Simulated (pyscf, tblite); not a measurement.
O=Si(Cl)–Cl (SMILES O=[Si](Cl)Cl) + H₂ (SMILES [H][H]) → HO–SiH(Cl)–Cl (SMILES O[SiH](Cl)Cl): energy along the mass-weighted descent from the GFN2-xTB saddle (tblite), relative to the relaxed reactant side, a complex of the molecules.

(s (amu^1/2 bohr), E (kcal/mol)): (-5.42, 1.1); (-5.15, 1.4); (-4.83, 1.8); (-4.46, 2.3); (-3.96, 3.2); (-3.42, 4.6); (-2.04, 8.6); (0.000, 41.4); (2.04, -12.7); (3.11, -18.2); (3.71, -19.8); (4.25, -21.0); (4.66, -21.8); (5.06, -22.5); (5.42, -22.9)

**Question.** The GFN2-xTB barrier from the reactant side is 41.4 kcal/mol. What does ωB97X-D3(BJ) (PySCF) give from its own reactant-side minimum, in def2-SVP and in def2-TZVP?

**Answer.** 16.3 kcal/mol in the double-zeta basis after reoptimising the saddle, and 17.3 kcal/mol in the triple-zeta single point, so the tight-binding barrier lies 24.1 kcal/mol over the latter. The imaginary mode goes from 1929i to 1290i cm⁻¹.
